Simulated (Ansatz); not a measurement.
# Rutile MnF2

The numbers are results of HSE06 (Ansatz, a first-principles code, plane waves, PAW), not measurements.

Numerical settings: plane-wave cutoff 500 eV, 6×6×8 k mesh (along the axes of the cell as run), Fermi–Dirac smearing 0.05 eV, spin-polarised with opposed moments, scalar-relativistic PAW data made under PBE.

Cell: relaxed with r²SCAN: a = b = 4.867 Å, c = 3.294 Å, α = β = γ = 90.00°.

| Property | Value |
|---|---|
| magnetic moment (largest site, within a sphere) | 4.25 μB |
| band gap | 4.83 eV (on the SCF k mesh) |

Measured, for comparison: band gap 9.9 eV (temperature not stated, no zero-point or thermal correction, the source doubts the polymorph; as tabulated in Das and Bazhirov (2019), arXiv:1808.05325). Computed (rounded) less measured: band gap not scored (a reference that its source doubts or gives as a wide range).

Note: exact exchange on metals is sensitive to the k mesh and can open a false gap; cell and atoms aren't relaxed at this level (largest force component 0.02 eV/Å, pressure 1.7 GPa).

Moments are spin moments.

Computed values are for the static lattice.

It cost very roughly 19 core-minutes of CPU time.
